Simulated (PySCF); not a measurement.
Cluster of hydronium and 3 × hydrogen sulfide (H9OS3(+))

Made of hydronium and 3 × hydrogen sulfide. The whole: charge +1, singlet.

Parts: 1 = hydronium ([OH3+]), atoms 1–4, charge +1; 2 = hydrogen sulfide (S), atoms 5–7; 3 = hydrogen sulfide (S), atoms 8–10; 4 = hydrogen sulfide (S), atoms 11–13.

```
atom  part   x (Å)   y (Å)   z (Å)
  O1     1   0.180  -1.348   1.180
  H2     1   0.298  -1.974   0.384
  H3     1  -0.812  -1.173   1.342
  H4     1   0.669  -0.471   1.007
  S5     2   0.627  -3.182  -1.237
  H6     2  -0.633  -3.625  -1.449
  H7     2   0.994  -4.301  -0.573
  S8     3   1.594   1.333   0.705
  H9     3   2.457   0.984  -0.276
 H10     3   2.531   1.234   1.674
 S11     4  -2.824  -0.924   1.623
 H12     4  -2.884  -1.268   2.930
 H13     4  -2.854   0.402   1.888
```

In these coordinates H3···S11 is 2.047 Å. Part 4 is then moved rigidly along that line, all else held; at short range other atoms may come into contact.

The starting structure comes from a short search with a few starts; no frequency run checks that it is a minimum, and another way of binding may lie lower.

Computed with PySCF: PBE0-D3(BJ)/def2-SVPD interaction energy, counterpoise and uncorrected, gas phase. Density fitting is used. Geometry: PBE0-D3(BJ)/def2-SVP.

Energies in kcal/mol, cluster less frozen parts; CP is counterpoise-corrected. Electrostatic, Pauli, orbital and dispersion terms sum to the uncorrected value; Pauli holds the exchange-correlation of the frozen density too, and orbital the superposition error (at most 3.13 kcal/mol here).

The energy holds the contacts among the parts that stay, so it needn't fall to zero.

(1) The points computed are H3···S11 (Å) = 1.740, 1.842, 1.945, 2.047, 2.149, 2.252, 2.559, 3.071, 4.094. At which is the CP energy lowest, and how does the curve run?

## Answers

(1) At 2.047, with -62.70 kcal/mol.
| H3···S11 (Å) | CP | electrostatic | Pauli | orbital | dispersion |
| --- | --- | --- | --- | --- | --- |
| 1.740 | -58.47 | -57.24 | 70.01 | -71.21 | -3.15 |
| 1.842 | -61.11 | -54.66 | 58.79 | -65.21 | -3.07 |
| 1.945 | -62.36 | -52.30 | 50.60 | -60.63 | -2.99 |
| 2.047 | -62.70 | -50.19 | 44.64 | -57.14 | -2.92 |
| 2.149 | -62.45 | -48.33 | 40.33 | -54.45 | -2.84 |
| 2.252 | -61.84 | -46.71 | 37.22 | -52.36 | -2.77 |
| 2.559 | -59.07 | -43.03 | 32.24 | -48.30 | -2.57 |
| 3.071 | -54.52 | -39.54 | 29.93 | -44.89 | -2.29 |
| 4.094 | -49.65 | -36.57 | 29.45 | -42.58 | -1.95 |

The 9 runs took 11 min in all, one thread each of Intel Xeon on a shared host, launched as `OMP_NUM_THREADS=1 python cluster_run.py task.json out`.
